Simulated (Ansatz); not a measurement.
Z-matrix (Å, degrees):
```
C
S 1 1.801
H 1 1.090 2 107.0
H 1 1.091 2 111.0 3 -118.5
H 1 1.090 2 110.7 3 118.9
C 2 1.767 1 99.3 3 178.4
N 6 1.533 2 120.0 1 83.5
C 6 1.439 2 121.3 1 141.7
H 6 1.088 2 115.0 1 -60.6
H 8 1.083 6 150.7 2 73.9
```

Total charge 0; spin multiplicity 1.

Task: List the CAM-B3LYP/def2-TZVPP orbital energies in eV (Ansatz). (Estimate.)

Result: The calculation gave: Occupied: -2419.69, -392.44, -280.75, -280.71, -279.40, -217.70, -162.31, -162.21, -162.05, -29.85, -23.88, -20.70, -18.49, -18.10, -15.39, -14.42, -13.59, -13.01, -12.53, -11.41, -9.93, -9.48, -7.89. Lowest empty: 0.39, 1.84, 2.48, 2.71, 3.40, 3.50, 3.78, 3.95.
